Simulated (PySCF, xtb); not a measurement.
trimethylamine (C3H9N), SMILES CN(C)C.

Geometry optimised at PBE0-D3(BJ)/def2-SVP.

Calculation: C-PCM-B3LYP/def2-SVP in PySCF.

The values are the electrostatic part of the solvation free energy, E(continuum) − E(gas) at the gas-phase geometry, in a cavity of scaled van der Waals radii (PySCF's table); cavitation and dispersion terms are not included. In vacuum the orbital gap is 7.09 eV. The dipole moment in vacuum is 0.38 D.

Computed values in water (ε = 78.36), chlorobenzene (ε = 5.70), n-hexane (ε = 1.88):
| solvent | ε | ΔG(elec) (kcal/mol) | dipole (D) | gap (eV) |
|---|---|---|---|---|
| water | 78.36 | -1.6 | 0.53 | 7.26 |
| chlorobenzene | 5.70 | -1.3 | 0.49 | 7.23 |
| n-hexane | 1.88 | -0.7 | 0.44 | 7.16 |

For comparison, GFN2-xTB/ALPB(water) (xtb, at the GFN2-xTB geometry, all terms of that model) gives -0.9 kcal/mol.
